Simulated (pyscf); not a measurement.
Optimised with ωB97X-D3(BJ)/def2-SVP in PySCF.

Question: For the elementary gas-phase step HS–GeH₂–SH + H₂ → HS–GeH₃ + H₂S (singlet surface; Ge–S, H–H broken, Ge–H, H–S formed), what barrier and reaction energy does M06-2X/def2-TZVP give, measured from the separated reactants?

Answer: ΔE‡ = 56.8 kcal/mol, ΔE = +10.4 kcal/mol. ωB97M-D3(BJ)/def2-TZVP gives 56.6 kcal/mol and +6.7 kcal/mol. Zero-point energy shifts the barrier by +1.6 kcal/mol. It is a four-centre exchange, with an imaginary mode of 1472i cm⁻¹. This is the saddle that the search found; another between the same sides may lie lower. Elements up to Kr have no core potential and no relativistic terms here.
